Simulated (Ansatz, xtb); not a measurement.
Ligand exchange: HOF + NaNH2 → H3NO + NaF

Gas-phase species: HOF (hypofluorous acid) `OF`, singlet; NaNH2 `[NH2][Na]`, singlet; H3NO (hydroxylamine) `NO`, singlet; NaF, singlet. The partners trade F for NH2: O–F and Na–NH2 bonds give way to O–NH2 and Na–F.

Shapes, held fixed at every level: PBE0-D4/def2-TZVP. Flexible molecules stand in one conformer, not always the lowest. Programs: Ansatz 0.2.0, xtb 6.7.1. The zero-point and thermal change to 298 K, harmonic and unscaled (PBE0-D4/def2-TZVP), is +12.1 kJ/mol.

| level | kind | ΔH(298 K) (kJ/mol) | less CCSD(T)/def2-TZVPP |
| --- | --- | --- | --- |
| GFN2-xTB | semi-empirical | -378.2 | -60.9 |
| HF/def2-SVP | Hartree–Fock | -359.2 | -41.9 |
| SPW92/def2-TZVPP | LDA | -314.8 | +2.5 |
| r2SCAN-D4/def2-TZVPP | meta-GGA | -316.0 | +1.3 |
| B3LYP-D4/def2-TZVPP | global hybrid | -317.7 | -0.4 |
| wB97M-V/def2-TZVPP | range-separated hybrid | -319.2 | -1.9 |
| CCSD/def2-SVP | coupled cluster or CI | -332.2 | -14.9 |
| CCSD(T)/def2-TZVPP | coupled cluster or CI | -317.3 | 0.0 |

The highest level, CCSD(T)/def2-TZVPP, gives ΔH(298 K) = -317.3 kJ/mol; the levels span -378.2 to -314.8. GFN2-xTB strays far from the other rows. The column of differences is taken from that level and isn't an error. No measured value is set beside it here. Outer-core shells of Na are correlated, in sets that cover them unevenly. Sets without diffuse functions underbind ionic bonds of s-block metals.
